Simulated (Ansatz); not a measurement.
in.yaml

```yaml
crystal:
  periodic: [false, false, false]
  atoms:
    - {symbol: Al, position_ang: [0.000000, 0.000000, 0.000000]}
    - {symbol: H, position_ang: [0.000000, 0.000000, 4.604000]}
basis:
  gaussian: {orbitals: "6-31G*", point_charges: [{charge: -0.50, position_ang: [4.207, 0.151, 0.557]}]}
correlation: {method: fic_nevpt4_sd, electrons: valence, active_space: {window: {electrons: 4, orbitals: 2}}}
scf: {lower_state_search: off}
```

```sh
$ ansatz run in.yaml --threads 1 --pin off --events-out ev --progress --plain --max-ram 2393MiB
```

Output:

```
these checks for a lower state are left out or cut short: stability, starts, cluster_reference, orbital_swaps, neighbouring_geometries, increment
198 factors; integrals over basis functions are off by at most 1.2e-4 eV
mean field evaluation 1: about -6590.5708 eV, gradient 1.0e1 eV
mean field evaluation 2: about -6590.5709 eV, gradient 1.0e1 eV
mean field evaluation 4: about -6590.6860 eV, gradient 9.4e0 eV
mean field evaluation 8: about -6592.2086 eV, gradient 2.7e0 eV
mean field -6592.25649840 eV, -242.2609579241 hartree, gradient 6.0e-6 eV, S^2 0.000000; 0 other end points of the search recorded, 0 dependent functions left out
reference -6592.25649840 eV, -242.2609579241 hartree; 7, 7 occupied and 14, 14 virtual orbitals, 198 factors
state -6592.25649840 eV, -242.2609579241 hartree
state -6592.25649840 eV, -242.2609579241 hartree; corrected -6594.73995556 eV, -242.3522232916 hartree
Total energy: -6594.73995556 eV, -242.3522232916 hartree
Checks for a lower state left out: stability, starts, cluster_reference, orbital_swaps, neighbouring_geometries, increment
```

The active space holds one configuration alone, so it describes no static correlation.

Natural occupations: 2.0000 2.0000.

Ran on 1 thread of Arm Neoverse V2, shared host: 0.15 s wall, 0.2 GiB peak host memory.
